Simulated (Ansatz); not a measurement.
Mulliken charges of `N#CC(O)S` from ωB97M-V/def2-TZVPP in Ansatz (PBE0-D4/def2-TZVP geometry).

```
atom   x (Å)   y (Å)   z (Å)  charge (e)
  N1   1.088  -1.876   1.368      -0.013
  C2   0.642  -0.944   0.864      -0.188
  C3   0.095   0.234   0.181       0.116
  O4   0.881   0.641  -0.890      -0.277
  S5  -1.627  -0.189  -0.259      -0.098
  H6   0.081   1.065   0.888       0.149
  H7   0.867  -0.049  -1.563       0.190
  H8  -1.936   1.060  -0.645       0.122
```

**Question.** By hand: the dipole of these point charges (1 e Å = 4.8032 D).

**Answer.** Σ q r = (-0.268, 0.349, -0.131) e Å, of length 0.459 e Å = 2.20 D.

**Question.** How does the dipole of the full density compare? (An estimate is asked.)

**Answer.** Ansatz gave: (-0.300, 0.505, -0.359) e Å, 3.31 D; the point charges give 0.66 times that, at 16° from its direction.

Point charges leave out the atoms' own dipoles, such as those of lone pairs, and Mulliken's split depends on the basis, so the two needn't agree.
